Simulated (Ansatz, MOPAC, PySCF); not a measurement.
Barrier height from CHN (SMILES [C-]#[NH+]) to the transition structure CHN, without zero-point energy, on the benchmark's geometries as Psi4's copy of the set gives them.
Transition structure (charge 0, multiplicity 1, Z-matrix in Å and degrees):
```
C
N 1 1.1884
H 1 1.1823 2 72.01
```
Reactant (charge 0, multiplicity 1):
```xyz
3

C      0.00000     0.00000    -0.73725
N      0.00000     0.00000     0.43209
H      0.00000     0.00000     1.42696
```

Open shells are unrestricted; no spin–orbit coupling.

Correlated levels freeze the cores. CBS(a, b) extrapolates the correlation energy as X⁻³ and adds the Hartree–Fock energy of set b. Rows in 6-311+G**, 6-31G*, STO-3G carry no dispersion term and start afresh at each structure (6-31G* with six Cartesian d functions). MP2/6-31G* freezes PySCF's default core. The state that PM3 reach isn't checked.

Run with Ansatz (a first-principles code) with Gaussian orbitals; MOPAC for PM3 (differences of heats of formation); PySCF for 6-311+G** rows, 6-31G* rows, STO-3G rows, the dispersion terms. Each number belongs to the level named beside it.

Other levels give for the barrier height: PBE/def2-TZVPPD 128.4; B3LYP/def2-TZVPPD 140.2; B3LYP-D3(BJ)/def2-TZVPPD 140.6; wB97M-V/def2-TZVPPD 134.3; CCSD(T)/CBS(aug-cc-pVTZ, aug-cc-pVQZ) 137.8 kJ/mol.

What do these common cheap choices give for the same quantity: PM3, HF/STO-3G, HF/6-31G*, BP86/6-31G*, B3LYP/6-31G*, B3LYP/6-311+G**, M06-2X/6-31G*, MP2/6-31G*?

PM3 214.4; HF/STO-3G 215.2; HF/6-31G* 163.8; BP86/6-31G* 128.6; B3LYP/6-31G* 139.3; B3LYP/6-311+G** 140.7; M06-2X/6-31G* 142.9; MP2/6-31G* 151.0 kJ/mol. They span 128.6 to 215.2 kJ/mol.

The set's own value is 33.11 kcal/mol (Zhao et al., NHTBH38), an estimate for the real system.
